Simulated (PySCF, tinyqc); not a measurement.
Worked calculation: RKS/B3LYP (VWN-RPA form) in the sto-3g basis, for CH2, spin multiplicity 1. The lowest restricted solution is unstable here: a spin-polarised one lies 0.0190 hartree lower (PySCF). One step of it, computed by the program tinyqc.

Problem. Iteration 33 (converged): orbitals. Diagonalise F' = X^T F X, C = X C', fill 4 alpha and 4 beta electrons from the bottom; D = 2 C_occ C_occ^T. Each column has its largest component positive (the first on a tie).

converged F (hartree):
```
            1C 1s      1C 2s     1C 2px     1C 2py     1C 2pz      2H 1s      3H 1s
1C 1s   -9.966844  -2.722752   0.000000   0.000000  -0.018129  -0.400435  -0.400435
1C 2s   -2.722752  -1.190426   0.000000   0.000000  -0.081741  -0.387550  -0.387550
1C 2px   0.000000   0.000000  -0.009774   0.000000   0.000000   0.000000   0.000000
1C 2py   0.000000   0.000000   0.000000  -0.122480   0.000000  -0.217414   0.217414
1C 2pz  -0.018129  -0.081741   0.000000   0.000000  -0.088659  -0.147029  -0.147029
2H 1s   -0.400435  -0.387550   0.000000  -0.217414  -0.147029  -0.252131  -0.080972
3H 1s   -0.400435  -0.387550   0.000000   0.217414  -0.147029  -0.080972  -0.252131
```

X:
```
            1C 1s      1C 2s    1C 2px     1C 2py     1C 2pz      2H 1s      3H 1s
1C 1s    1.026217  -0.144194  0.000000   0.000000  -0.007644   0.021577   0.021577
1C 2s   -0.144194   1.153533  0.000000   0.000000   0.066277  -0.222977  -0.222977
1C 2px   0.000000   0.000000  1.000000   0.000000   0.000000   0.000000   0.000000
1C 2py   0.000000   0.000000  0.000000   1.101858   0.000000  -0.202122   0.202122
1C 2pz  -0.007644   0.066277  0.000000   0.000000   1.033976  -0.114779  -0.114779
2H 1s    0.021577  -0.222977  0.000000  -0.202122  -0.114779   1.130862  -0.015803
3H 1s    0.021577  -0.222977  0.000000   0.202122  -0.114779  -0.015803   1.130862
```

Give: F' = X^T F X; orbital energies; coefficients C; D after iteration 33.

Solution.

F' = X^T F X (hartree):
```
        1       2       3       4       5       6       7
1  -9.746  -1.463   0.000   0.000  -0.030  -0.025  -0.025
2  -1.463  -0.575   0.000   0.000  -0.001  -0.210  -0.210
3   0.000   0.000  -0.010   0.000   0.000   0.000   0.000
4   0.000   0.000   0.000   0.031   0.000  -0.226   0.226
5  -0.030  -0.001   0.000   0.000  -0.037  -0.134  -0.134
6  -0.025  -0.210   0.000  -0.226  -0.134  -0.056  -0.022
7  -0.025  -0.210   0.000   0.226  -0.134  -0.022  -0.056
```

orbital energies (hartree): MO1 -9.974, MO2 -0.551, MO3 -0.322, MO4 -0.126, MO5 -0.010, MO6 0.215, MO7 0.319

coefficients C:
```
           MO1     MO2     MO3     MO4    MO5     MO6     MO7
1C 1s    0.992  -0.230   0.000   0.139  0.000   0.137   0.000
1C 2s    0.033   0.763   0.000  -0.603  0.000  -0.713   0.000
1C 2px   0.000   0.000   0.000   0.000  1.000   0.000   0.000
1C 2py   0.000   0.000   0.527   0.000  0.000   0.000   1.009
1C 2pz   0.005   0.170   0.000   0.742  0.000  -0.722   0.000
2H 1s   -0.007   0.245   0.466   0.302  0.000   0.731  -0.694
3H 1s   -0.007   0.245  -0.466   0.302  0.000   0.731   0.694
```

D after iteration 33:
```
         1C 1s   1C 2s  1C 2px  1C 2py  1C 2pz   2H 1s   3H 1s
1C 1s    2.112  -0.453   0.000   0.000   0.137  -0.042  -0.042
1C 2s   -0.453   1.894   0.000   0.000  -0.634   0.008   0.008
1C 2px   0.000   0.000   0.000   0.000   0.000   0.000   0.000
1C 2py   0.000   0.000   0.000   0.555   0.000   0.491  -0.491
1C 2pz   0.137  -0.634   0.000   0.000   1.158   0.532   0.532
2H 1s   -0.042   0.008   0.000   0.491   0.532   0.737  -0.132
3H 1s   -0.042   0.008   0.000  -0.491   0.532  -0.132   0.737
```
